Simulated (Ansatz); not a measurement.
CH₃AlF, SMILES [CH3][Al][F], a relaxed scan of one distance

Program: the Python package of Ansatz (0.2.0).

At the Python prompt:
```pycon
>>> import ansatz as az
>>> import numpy as np
>>> mol = (
...     az.Crystal.molecule()
...     .atom("C", (-0.408, 0.3834, -0.2618))
...     .atom("Al", (1.3082, -0.4349, 0.0404))
...     .atom("F", (1.4199, -1.7955, 1.1935))
...     .atom("H", (-0.3232, 1.5142, -0.0104))
...     .atom("H", (-1.2232, -0.0741, 0.3368))
...     .atom("H", (-0.7317, 0.343, -1.3448))
... )
>>> job = (
...     mol.calculation()
...     .basis(gaussian="def2-SVP")
...     .functional("pbe")
...     .spin("collinear", total=1)
... )
>>> symbols = [site.symbol for site in mol.cartesian_sites]
>>> pairs = [(0, 1), (0, 3), (0, 4), (0, 5), (1, 2)]
>>> print("held (A)   E (eV)        ", "  ".join(f"{symbols[i]}{i}-{symbols[j]}{j}" for i, j in pairs))
held (A)   E (eV)         C0-Al1  C0-H3  C0-H4  C0-H5  Al1-F2
>>> for length in [1.04, 1.13, 1.22, 1.36, 1.53]:
...     report = job.relax(constraints=[az.DistanceConstraint((0, 5), at=length)], force_tolerance=0.02, max_steps=60).run(threads=1).report
...     xyz = np.array(report["positions_ang"])
...     print(f"{length:6.2f} {report['free_energy_ev']:14.5f}  ", "  ".join(f"{np.linalg.norm(xyz[i] - xyz[j]):.3f}" for i, j in pairs))
...
DeckWarning: relax.constraints: the input's atoms, or those drawn, lie off the distances that are held; a relaxation that starts there is brought onto them ahead of its first SCF, by positions alone, [...]
  1.04   -10387.59554   1.986  1.111  1.111  1.040  1.691
  1.13   -10387.66941   1.985  1.110  1.110  1.130  1.690
  1.22   -10387.53055   1.981  1.108  1.110  1.220  1.691
  1.36   -10387.07788   1.973  1.107  1.109  1.360  1.690
  1.53   -10386.40339   1.961  1.106  1.108  1.530  1.689
```

Caveats:
- Total energies depend on the basis set; only differences at equal settings carry meaning.
- Warnings are shown shortened and without file and line.
- The energies are electronic: no zero-point or thermal terms, and the basis set is short of its limit.
- The species is open-shell (spin multiplicity 2).
- Hardware and time: 2.2 min on 1 thread of Arm Neoverse V1 (shared host), peak memory 0.22 GiB.

(Lines on the test bed's own set-up are left out of the output.)
